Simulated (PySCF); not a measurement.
From results back to the method.

Compound: cyclobutane, C4H8.
Z-matrix (Å and degrees, PBE0-D3(BJ)/def2-TZVP geometry), rows numbered from 1:
```
C 
C   1  1.5411
C   2  1.5409  1   88.27
C   3  1.5410  2   88.29  1    19.72
H   1  1.0923  2  111.30  3    92.48
H   1  1.0910  2  118.10  3  -140.93
H   2  1.0924  1  111.17  3   112.13
H   2  1.0910  1  118.21  3  -121.32
H   3  1.0912  2  118.19  1   141.13
H   3  1.0925  2  111.20  1   -92.31
H   4  1.0922  1  111.23  2   -92.53
H   4  1.0910  1  118.11  2   140.92
```

The closed-shell ground state was solved 3 times with PySCF (density fitting, gas phase), always in the pcSseg-2 basis (256 functions), with these functionals: B97-2, KT3 and wB97X-D. Geometry: PBE0-D3(BJ)/def2-TZVP; no solvent, vibrations or thermal averaging.

| row | total energy (Eh) | HOMO (eV) | LUMO (eV) |
| --- | --- | --- | --- |
| P | -157.2136 | -8.32 | 0.80 |
| Q | -159.8580 | -7.35 | -0.12 |
| R | -157.2194 | -10.46 | 2.46 |

**Question.** Which functional belongs to which row?

**Answer.** P = B97-2, Q = KT3, R = wB97X-D. By rising HOMO–LUMO gap: KT3 (GGA) 7.23 eV; B97-2 (global hybrid, 21 % exact exchange) 9.12 eV; wB97X-D (range-separated hybrid) 12.92 eV. Total energies of different functionals aren't bounds to one another; each is stationary for its own functional.

wB97X-D is run here without its empirical dispersion term; that term would change no orbital, density or response property at a fixed geometry.
